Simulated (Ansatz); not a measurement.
The first iterations of a band of AlH₈NSi (11 atoms, charge 0, multiplicity 1).

Theory: Ansatz, RKS B3LYP-D4/6-31G*.

```json
{"movable images": "9", "climbing image": "yes", "spring": "5.0 eV/Å²", "optimiser": "quadratic models (default)", "start path": "through a guess of the saddle point", "force threshold": "0.03 eV/Å", "iteration limit": "60", "end points": "relaxed"}
```

Initial state:

```xyz
11
Properties=species:S:1:pos:R:3
Al 0.109 -0.253 0.016
H -0.160 1.023 0.948
H 1.642 -0.601 -0.316
H -0.983 -0.612 -1.103
N -0.273 -1.780 1.403
H -0.819 -2.492 0.915
Si 1.248 -2.457 2.116
H 1.897 -3.244 1.049
H 2.060 -1.317 2.583
H 0.893 -3.338 3.260
H -0.890 -1.378 2.112
```

Final state:

```xyz
11
Properties=species:S:1:pos:R:3
Al 0.447 -0.805 -0.538
H -1.464 0.449 2.776
H 1.842 -0.063 -0.600
H -0.761 -0.549 -1.532
N 0.203 -2.036 0.748
H -0.706 -2.496 0.756
Si 1.313 -2.596 1.971
H 1.653 -4.041 1.815
H 2.557 -1.794 1.841
H 0.763 -2.426 3.348
H -1.123 -0.093 2.399
```

| iteration | highest image above the first end (eV) | largest band force component (eV/Å) |
| --- | --- | --- |
| 1 | 3.627 | 4.586 |
| 2 | 2.226 | 2.588 |
| 3 | 1.656 | 3.039 |
| 4 | 1.452 | 0.777 |
| 5 | 1.588 | 2.397 |
| 6 | 1.450 | 0.741 |
| 7 | 1.380 | 0.443 |

Question: Does the band converge within its limit, and where does its top end?

Answer: The forces met the threshold. It ended after 21 iterations with the highest image 1.277 eV above the first end. A vibrational analysis at the climbing image gives one clearly imaginary mode, 1411i cm⁻¹: a first-order saddle point. The orbitals stay closed-shell, which can raise the energy where a bond breaks towards radicals; this wasn't checked here.

Time of the run: 10 min on 1 thread of Arm Neoverse V1, with other jobs on the host, peak memory 0.14 GiB.
